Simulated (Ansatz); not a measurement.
Two structures of SiN2H8, closed shell, reached by relaxing down either side of one saddle point (PBE0-D4/def2-TZVP). Energies are electronic, without zero-point energy. Program: Ansatz 0.2.0. Basis: def2-TZVPP and def2-QZVPP. Cores are frozen in the correlated methods. Extrapolation: Hartree–Fock as exp(−7.88 √X), correlation as X^−2.97. First:

Si1  (-0.412, -0.933, -0.350)
N2  (1.131, -0.283, -0.718)
H3  (-1.114, -1.675, -1.438)
H4  (-0.127, -1.897, 0.753)
N5  (-1.469, 0.366, -0.002)
H6  (1.275, 1.551, 1.332)
H7  (1.228, 2.029, 1.907)
H8  (1.961, -0.829, -0.552)
H9  (1.254, 0.363, -1.480)
H10  (-1.272, 1.021, 0.737)
H11  (-2.454, 0.288, -0.188)
(Å)

Second:

```
11
angstrom
Si -0.6881 0.1048 0.1673
N 2.1004 -0.2849 -0.5459
H -0.6422 -0.3461 -1.2450
H -0.1260 -0.9576 1.0519
N -2.3603 0.4475 0.4792
H 2.7047 -0.1006 0.2453
H 0.0211 1.3845 0.4114
H 2.2684 -1.2387 -0.8415
H 2.3917 0.3241 -1.3006
H -2.6143 0.9090 1.3387
H -3.0554 -0.2419 0.2391
```

Problem. Which bonds change from the first to the second?

Solution. SiN₂H₆ ([NH2][SiH2][NH2]) + H₂ → SiNH₅ ([NH2][SiH3]) + NH₃; bonds formed: Si1–H7, N2–H6; bonds broken: Si1–N2, H6–H7.

Problem. Give the saddle point's structure and its height above each. (To be estimated.)

Solution. Computed: 47.59 kcal/mol above the first and 38.52 kcal/mol above the second (CCSD(T) at an estimated basis limit (MP2 extrapolated from triple and quadruple zeta, plus CCSD(T) − MP2 in triple zeta)).
```xyz
11
angstrom
Si -0.2588 -0.5319 0.2047
N 1.3474 -0.0231 -0.6070
H -0.7444 -1.5015 -0.8495
H 0.0954 -1.4496 1.3178
N -1.5401 0.5858 0.0965
H 1.2852 0.6092 0.4207
H 0.5417 0.7767 1.2863
H 2.0552 -0.7325 -0.7605
H 1.2317 0.5498 -1.4346
H -1.6283 1.3661 0.7237
H -2.3850 0.3512 -0.3982
```

The T1 diagnostic stays at or below 0.011.

Labels in which every atom is bracketed show which atoms are joined, not bond orders.

For scale, one of the runs: CCSD(T)/def2-TZVPP, 216 basis functions (an equivalent command: `ansatz run in.yaml --threads 4`). Time: 35 s of wall clock on 4 CPU threads; the host was shared. Peak host memory: 3.1 GiB.
